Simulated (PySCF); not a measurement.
# H4OSi: the cost of one run

Programs: PySCF 2.14.0, with density-fitted response routines of our own. Each step states its level of theory. These are calculated values for one molecule in the gas phase, unless marked as measured. Atoms count from 0, in the outputs and in this text.

### Step 1. The starting structure

6 atoms, charge 0, multiplicity 1; geometry from: GFN2-xTB. The atoms were then displaced at random by about 0.01 Å, so the start is not that level's minimum.

Bonds of the start (Å): O0–Si1 1.65, O0–H2 0.93, Si1–H3 1.45, Si1–H4 1.47, Si1–H5 1.45.

### Step 2. Optimising the geometry at PBE0-D3(BJ)/def2-SVP

What the job is given:

```
{"job": {"xc": "PBE0", "basis": "def2-SVP", "d3": "d3bj", "grid": 1, "shake": 0.01, "kind": "geom"}, "charge": 0, "multiplicity": 1}
O      1.128980    -0.202560     0.486270
Si    -0.429690     0.045030    -0.010770
H      1.820620    -0.198670    -0.135810
H     -0.793120    -1.014610    -0.931550
H     -0.556390     1.330560    -0.704380
H     -1.146240     0.010240     1.251580
```

Started as:

```bash
$ OMP_NUM_THREADS=1 python probes_run.py task.json out
```

The driver reads the jobs from task.json and runs them one after another.

Q: Estimate the wall time and peak memory of this first job on 1 thread of Arm Neoverse V1, shared host.

About 3 s, with a peak of 0.27 GiB.
